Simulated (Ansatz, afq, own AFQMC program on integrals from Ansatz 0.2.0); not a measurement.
# CH3B, triplet in cc-pVDZ along one coordinate

```xyz
5

B    -0.0112    0.0531    0.7395
C    -0.0112   -0.0988   -0.7493
H    -0.0112    1.1516    1.2271
H    -0.0112   -0.9060    1.4549
H     0.2757    0.3621   -1.6855
```

One side is turned about B1–C2. Energies in mEh count from this geometry (27.400 °) at the same level; the start stands on UHF, each point on the determinant named.

Basis cc-pVDZ. Noble-gas cores (and the filled d shells of Ga–Kr and In–Xe) are frozen. Integrals, coupled cluster, full CI and functionals: Ansatz 0.2.0; the random walks run on the same integrals in our own AFQMC program. ph-AFQMC/CISD is guided by a CISD state made of CCSD amplitudes; releasing the constraint for a short imaginary time cuts its bias at the price of noise, slowly where states lie close. Uncertainties: one standard error, sampling alone.

Cautions, each for one point or more: lower spins were not checked.

```tsv
twist about B1–C2 / °	det.	T1	weight	⟨S²⟩	B3LYP	B2PLYP	CCSD(T)
59.100	UHF	0.018	0.91	2.02	4.5	4.5	4.5
90.000	UHF	0.018	0.91	2.02	7.0	7.1	7.0
150.000	UHF	0.017	0.91	2.02	0.3	0.3	0.3
```

Question: Estimate the curve of CCSDT(Q), counted from the same start.

Answer: 
| twist about B1–C2 / ° | det. | T1 | weight | ⟨S²⟩ | CCSDT(Q) | ph-AFQMC/CISD | released AFQMC |
| --- | --- | --- | --- | --- | --- | --- | --- |
| 59.100 | UHF | 0.018 | 0.91 | 2.02 | 4.5 | 4.4 ± 0.4 | 3.9 ± 0.6* |
| 90.000 | UHF | 0.018 | 0.91 | 2.02 | 7.0 | 7.0 ± 0.4 | 6.8 ± 0.7 |
| 150.000 | UHF | 0.017 | 0.91 | 2.02 | 0.3 | 0.9 ± 0.5 | -0.4 ± 0.7 |

Weight is that of the determinant in the CISD state; at the start T1 is 0.017 and the weight 0.91, and ⟨S²⟩ is 2.02. An asterisk marks released energies that aren't shown to be converged. Symmetry can't show for every point that it stays on the start's state. Largest departures from CCSDT(Q), at the points where its series has closed: CCSD(T) 0.0 mEh at 90.000 (on UHF), ph-AFQMC/CISD 0.5 mEh at 150.000 (on UHF) (within the noise), released AFQMC -0.8 mEh at 150.000 (on UHF) (within the noise). The functionals aren't scored here. In this small basis the wave-function levels are far from their limit, so their gap to the functionals isn't the functionals' error.

CCSDT and higher add their correlation energy to the determinant of the CCSD(T) run, since their own runs factorise the integrals more tightly (a shift of under 2 meV).
